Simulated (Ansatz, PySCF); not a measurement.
H2P, SMILES [PH2], multiplicity 2. Atoms are numbered in the order given.

```xyz
3

P      0.0000     0.0000     0.1237
H      0.0000    -1.0212    -0.8624
H      0.0000     1.0212    -0.8624
```
Charge 0, spin multiplicity 2.

Coordinates come from a ωB97X-D3(BJ)/def2-TZVPD optimisation. The isomer is the one that the SMILES or the coordinates give; other isomers of the formula were not compared.

Two levels are set side by side: PBE-D3(BJ)/def2-TZVPD (Ansatz, a first-principles code) and ωB97X-D3(BJ)/def2-TZVPD (PySCF). Each level has its own optimised geometry; the coordinates shown are those of the second. Frequencies come from the Hessian of PySCF at each geometry. Differences are taken from unrounded values.

```
quantity                            ωB97X-D3(BJ)  PBE-D3(BJ)  PBE-D3(BJ) minus ωB97X-D3(BJ)
----------------------------------  ------------  ----------  -----------------------------
mean bond length (Å)                       1.420       1.436                          0.016
bond P1–H2 (Å)                             1.420       1.436                          0.016
bond P1–H3 (Å)                             1.420       1.436                          0.016
highest harmonic wavenumber (cm⁻¹)          2439        2318                           -120
mean harmonic wavenumber (cm⁻¹)             2003        1901                           -102
zero-point energy (kcal/mol)                8.59        8.15                          -0.44
```

Exact exchange shortens and stiffens bonds; PBE has none. Differences between two approximate levels are no errors against the true value.
